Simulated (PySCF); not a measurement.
# A diatomic session: SiB+

An exercise on one series of results from a longer session: the logs are not shown, and one member is left open.

Method: Si def2-TZVPPD, B def2-TZVPPD, no relativity; program: PySCF 2.14.0.

Set-up of the first run:

A driver script around PySCF takes these settings:

```json
{
 "atoms": "Si, B",
 "charge": "1",
 "basis": "Si def2-TZVPPD, B def2-TZVPPD",
 "Hamiltonian": "no relativity",
 "basis functions": "85",
 "electrons treated": "18",
 "masses in u": "27.9769, 11.0093",
 "levels": "PBE0, PBE, r²SCAN, M06, LDA, MN15, PW91, r²SCANh, LC-ωPBE, HF, MP2, SCS-MP2, CCSD, CCSD(T)",
 "grid": "80 radial by 434 angular points",
 "occupations": "held fixed by the projection of orbital angular momentum",
 "dissociation limit": "Si+ + B, each in its ground configuration",
 "starting distance in angstrom": "2.030",
 "values of 2S to try": "0, 2"
}
```

Command:

```console
> OMP_NUM_THREADS=2 python dia.py task.json out
```

Steps of the session up to this table: Input; PBE0 along the bond; Other states along the same grid; PBE (GGA); r²SCAN; M06 (hybrid meta-GGA); LDA; MN15; PW91 (GGA); r²SCANh; LC-ωPBE; UHF (mean field); Adding correlation.

One table of the session follows, with a row left open; its other results are not shown here.

It belongs to the step «The curves together». Energy (eV) from each level's lowest point:

| R (Å) | UHF | UHF-MP2 | UHF-SCS-MP2 | UHF-CCSD | UHF-CCSD(T) |
| --- | --- | --- | --- | --- | --- |
| 1.805 | 0.463 | 0.568 | 0.571 | n/a | n/a |
| 1.889 | 0.160 | 0.232 | 0.237 | 0.267 | 0.291 |
| 1.973 | 0.025 | 0.058 | 0.063 | 0.084 | 0.098 |
| 2.036 | 0.000 | 0.004 | 0.008 | 0.021 | 0.026 |
| 2.099 | 0.016 | 0.000 | 0.000 | 0.000 | 0.000 |
| 2.162 | 0.050 | 0.041 | 0.032 | 0.010 | 0.007 |
| 2.246 | 0.100 | 0.136 | 0.111 | 0.055 | 0.053 |
| 2.351 | ? | ? | ? | ? | ? |
| 2.477 | 0.235 | 0.409 | 0.346 | 0.262 | 0.280 |
| 2.645 | 0.351 | 0.593 | 0.513 | n/a | n/a |

Q: Estimate the row for R (Å) = 2.351 from the others.

Worked estimate for «UHF». A straight line through the neighbours (2.246, 0.100) and (2.477, 0.235) gives 0.100 + (0.235 − 0.100) × (2.351 − 2.246) / (2.477 − 2.246) = 0.161; a parabola fitted to 4 rows on both sides gives 0.158.

The run gave: UHF: 0.160; UHF-MP2: 0.263; UHF-SCS-MP2: 0.219; UHF-CCSD: 0.141; UHF-CCSD(T): 0.146. In «UHF» the line misses by +0.001 and the parabola by -0.002.
